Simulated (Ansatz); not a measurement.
`N/C=C(/F)S` + H₂ → `C=C(F)S` + NH₃ at 700 K and 1 bar (hydrogenolysis of a C–N bond).

Isolated molecules relaxed with PBE0-D4/def2-TZVP in Ansatz; ΔE leaves out vibrations. CBS: MP2 limit from def2 TZ/QZ plus the TZ coupled-cluster correction, frozen cores. This one scheme is used for every species. Each species was taken in one conformer, which may not be the lowest.

| species | CCSD(T)/CBS energy (Eh) | H − E (kJ/mol) | S (J/(mol·K)) |
| --- | --- | --- | --- |
| `N/C=C(/F)S` | -630.74264 | 228.9 | 419.7 |
| H₂ | -1.17544 | 46.8 | 155.3 |
| `C=C(F)S` | -575.43615 | 167.9 | 372.3 |
| NH₃ | -56.50880 | 116.9 | 226.5 |

H − E and S are ideal-gas, rigid-rotor, harmonic terms from PBE0-D4/def2-TZVP, for one conformer and one mirror image of each species. The MP2-based limit puts H₂ 0.8 mEh under its directly extrapolated value; such offsets cancel only in part. 1 Eh = 2625.50 kJ/mol, R = 8.31446 J/(mol·K).

Question: By hand: ΔE, ΔH, ΔS and ΔG.

Answer: ΔE = (-575.43615) + (-56.50880) − (-630.74264) − (-1.17544) = -0.02687 Eh = -70.5 kJ/mol. Δ(H − E) = 167.9 + 116.9 − 228.9 − 46.8 = 9.1, so ΔH = -61.4 kJ/mol. ΔS = 372.3 + 226.5 − 419.7 − 155.3 = 23.8 J/(mol·K). ΔG = -61.4 − 700 × (23.8)/1000 = -78.1 kJ/mol.

Question: By hand: the equilibrium constant, and the temperature at which ΔG would vanish if ΔH and ΔS stayed fixed.

Answer: log₁₀ K = −ΔG/(RT ln 10) = 5.8. ΔH and −TΔS have one sign here, so there is no such temperature.

ΔH outweighs TΔS. A doubt of 5 kJ/mol in ΔE shifts log₁₀ K by 0.4 here. Other conformers and mirror images would add mixing entropy, several J/(mol·K) or more a flexible species. These are equilibria of isolated gas molecules and say nothing of rates. Largest T1 diagnostic: 0.013 (customary marks: 0.02 for closed shells, 0.045 for open ones).
